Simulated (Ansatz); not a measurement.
Cost and result for the atomization energy of C$_{3}$H$_{5}$N (`C=CC=N`) (9 atoms, 8 bonds).

```xyz
9

C     1.170    0.605   -0.080
C     0.327   -0.307   -0.550
C    -0.925   -0.697    0.121
N    -1.667    0.022    0.853
H     2.082    0.859   -0.606
H     0.987    1.116    0.861
H     0.568   -0.843   -1.465
H    -1.244   -1.730   -0.045
H    -1.298    0.974    0.911
```

The species carries charge 0 and has multiplicity 1. The structure was optimised at the PBE0-D4/def2-TZVP level. It is one conformer, not always the lowest. Program: Ansatz. All runs use 2 threads of an Arm Neoverse V1 on a shared host. Times are those of one run each, without the atoms' runs, and a repeat can differ threefold. Electronic energies, without spin–orbit coupling; frozen cores. CCSD(T)/CBS adds CCSD(T) − MP2 in def2-TZVPP to the MP2 limit, and its time is that of the two runs behind it. T1 = 0.012; the RHF reference is unstable towards UHF. B3LYP takes the VWN-RPA correlation (the form of Gaussian; ORCA's B3LYP/G). HSE06 is the plane-wave form, built on full-range PBE exchange.

CCSD(T)/CBS is a level of theory with its own doubt, some kJ/mol a heavy atom from the limit and from the frozen cores, so smaller differences don't rank the functionals.

```tsv
level	functions	wall time	atomization (kcal/mol)	difference from CCSD(T)/CBS	per bond
BLYP-D4/def2-TZVPP	194	2.2 s	895.4	10.5	1.3
revPBE-D4/def2-TZVPP	194	2.4 s	893.6	8.7	1.1
PBE-D4/def2-TZVPP (with forces)	194	2.6 s	916.5	31.6	4.0
CCSD(T)/def2-SVP	81	3.2 s	844.9	-40.0	-5.0
HSE06-D4/def2-TZVPP	194	3.3 s	895.0	10.1	1.3
CAM-B3LYP-D4/def2-TZVPP	194	3.5 s	891.8	6.9	0.9
B3LYP-D4/def2-TZVPP (with forces)	194	4.3 s	891.5	6.6	0.8
r2SCAN-D4/def2-TZVPP (with forces)	194	5 s	886.9	2.0	0.3
B97M-V/def2-TZVPP	194	8.5 s	888.2	3.3	0.4
ωB97X-V/def2-TZVPP	194	8.5 s	886.6	1.7	0.2
MP2/def2-QZVPP	378	28 s	889.8	4.9	0.6
CCSD(T)/def2-TZVPP	194	67 s	862.0	-22.9	-2.9
CCSD(T)/CBS(def2)	–	95 s	884.9	0.0	0.0
```

In def2-TZVPP, CCSD(T) changes the Hartree–Fock value by +230.8 kcal/mol (the triples alone add +15.8 kcal/mol) and MP2 by +245.1 kcal/mol; breaking electron pairs costs correlation energy, which Hartree–Fock lacks. From r2SCAN to r2SCAN0 (25 % exact exchange), in def2-TZVPP and without D4, the atomization energy moves by −16.4 kcal/mol: exact exchange takes away binding that semilocal exchange gives to molecules. The D4 term adds +5.2 kcal/mol with B3LYP and +2.7 kcal/mol with PBE0; it sums over pairs of atoms, weighted by their polarisabilities, and B3LYP, whose exchange is more repulsive, gets the larger term.
